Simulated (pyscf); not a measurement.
Structures and frequencies: ωB97X-D3(BJ)/def2-SVP in PySCF.

### Question
HO–B(F)–F + silane (SiH₄) → silanol (HO–SiH₃) + F–BH–F
Surface: singlet. Broken: B–O, H–Si. Formed: O–Si, B–H. Give ΔE‡ and ΔE from ωB97M-D3(BJ)/def2-TZVP, relative to the separated reactants.

### Answer
ΔE‡ = 101.6 kJ/mol, ΔE = +47.1 kJ/mol. Zero-point energy shifts the barrier by +10.2 kJ/mol. It is a four-centre exchange, with an imaginary mode of 330i cm⁻¹. On the product side the descent ends in an adduct with a B–O contact, 25.2 kJ/mol under the separated species and 76.8 kJ/mol under the saddle at ωB97X-D3(BJ)/def2-TZVP. What is counted as broken (B–O) persists as a longer contact in the product adduct; parting that adduct is a step of its own. This is the saddle that the search found; another between the same sides may lie lower.
